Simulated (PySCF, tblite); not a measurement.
**C5H10P+: geometry, infrared bands and NMR shifts**

Wanted: the infrared bands and NMR shifts of C5H10P+ (`C#C[PH2+]C(C)C`), by calculation.

Computed with tblite 0.8.0 and PySCF 2.14.0, with density-fitted response routines of our own, on a single molecule in the gas phase. Atoms are numbered from 0 throughout.

### 1 Starting geometry

16 atoms, charge 1, multiplicity 1; geometry from: force field or distance geometry start.

Bonds of the start (Å): C0–C1 1.23, C1–P2 1.75, P2–C3 1.85, C3–C4 1.51, C3–C5 1.52, C0–H6 1.06, P2–H7 1.40, P2–H8 1.40, C3–H9 1.10, C4–H10 1.12, C4–H11 1.12, C4–H12 1.11, C5–H13 1.11, C5–H14 1.10, C5–H15 1.13.

### 2 Geometry optimisation with GFN2-xTB

The job: settings as JSON, then the geometry in Å.

```
{"job": {"kind": "relax", "xc": "GFN2-xTB", "basis": "xTB"}, "charge": 1, "multiplicity": 1}
C      3.290300    -1.101400    -0.210200
C      2.129500    -1.028600     0.188000
P      0.476200    -0.963900     0.771100
C     -0.506700     0.280700    -0.175900
C     -0.294000     1.627400     0.469100
C     -1.959400    -0.148400    -0.141200
H      4.283600    -1.158800    -0.584900
H      0.516500    -0.610400     2.129000
H     -0.202300    -2.180900     0.630400
H     -0.098100     0.281400    -1.192600
H     -0.409200     2.361600    -0.365600
H      0.746700     1.627900     0.873600
H     -1.000200     1.861100     1.291400
H     -2.648100     0.691600    -0.348800
H     -2.112100    -0.902300    -0.928900
H     -2.220400    -0.628200     0.851400
```

Command:

```
OMP_NUM_THREADS=1 python probes_run.py task.json out
```

This one command runs all jobs of the session in turn.

**Question.** This job is followed by: GFN2-xTB harmonic vibrations, gas phase; GIAO PBE0/pcSseg-1 NMR shielding, non-relativistic, gas phase. Predict these results of the whole session: strongest single infrared mode (GFN2-xTB); zero-point energy (GFN2-xTB); 13C shifts against TMS (PBE0/pcSseg-1, means over atoms taken as alike); 1H shifts against TMS (PBE0/pcSseg-1, means over atoms taken as alike); 31P shifts against H3PO4 (PBE0/pcSseg-1).

**Answer**, as computed:

| quantity | value |
| --- | --- |
| strongest single infrared mode (GFN2-xTB) | 860 cm⁻¹, 102 km/mol |
| zero-point energy (GFN2-xTB) | 81.2 kcal/mol |
| 13C shifts against TMS (PBE0/pcSseg-1, means over atoms taken as alike) | 124.6, 56.1, 33.6, 18.7 ppm |
| 1H shifts against TMS (PBE0/pcSseg-1, means over atoms taken as alike) | 6.05, 3.65, 3.17, 1.80 ppm |
| 31P shifts against H3PO4 (PBE0/pcSseg-1) | -66.1 ppm |

What this shows: The optimisation took 85 steps and gained 0.381 eV; among the close pairs (by a distance rule), C5–H15 changed most, from 1.133 to 1.089 Å. No mode is imaginary among the 42: a minimum at this level. The strongest single mode, at 860 cm⁻¹, is spread over several atoms, H8, H7, P2 among them. GFN2-xTB is a fitted tight-binding method: band positions and strengths are rough. Its intensities can rank the bands wrongly. At PBE0/pcSseg-1: The widest tensor belongs to C0: span 258 ppm, with a paramagnetic part of -194 ppm.
